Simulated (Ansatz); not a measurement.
Start from GaN in the zinc blende structure (space group F-43m, No. 216).

```
CELL_PARAMETERS angstrom
      0.00000     2.24896     2.24896
      2.24896     0.00000     2.24896
      2.24896     2.24896     0.00000
ATOMIC_POSITIONS crystal
  N  0.75000 0.75000 0.75000
  Ga 0.00000 0.00000 0.00000
```

Computed with r2SCAN, PAW, 500 eV (Ansatz, a program for electronic structure; no spin-orbit coupling).

Perturbation: full substitution N → As; the structure is relaxed again.

Measured band gap: GaN 3.48 eV (static lattice; corrected from measurement; as listed in I. Vurgaftman, J. R. Meyer, L. R. Ram-Mohan, Journal of Applied Physics (2001)); GaAs 1.57 eV (static lattice; corrected from measurement; as listed in Wei Chen et al., Physical Review Materials (2018)).

Measured lattice parameter a: GaN 4.5 Å (room temperature; as listed in I. Vurgaftman, J. R. Meyer, L. R. Ram-Mohan, Journal of Applied Physics (2001)); GaAs 5.64 Å (static lattice; corrected from measurement; as listed in Daniel Mejia-Rodriguez, S. B. Trickey, Phys. Rev. B (2018)).

Q: How well does r2SCAN reproduce the measured shift?

A: With r2SCAN the band gap moves by -1.21 eV (2.17 → 0.96) against -1.91 eV measured; the lattice parameter a moves by +1.169 Å (4.498 → 5.667) against +1.140 Å measured. The two measured values stand on different bases (one corrected, one not), which blurs small differences.

Whether these cells are dynamically stable was not tested. This is not the structure that GaN has at room temperature and ambient pressure.
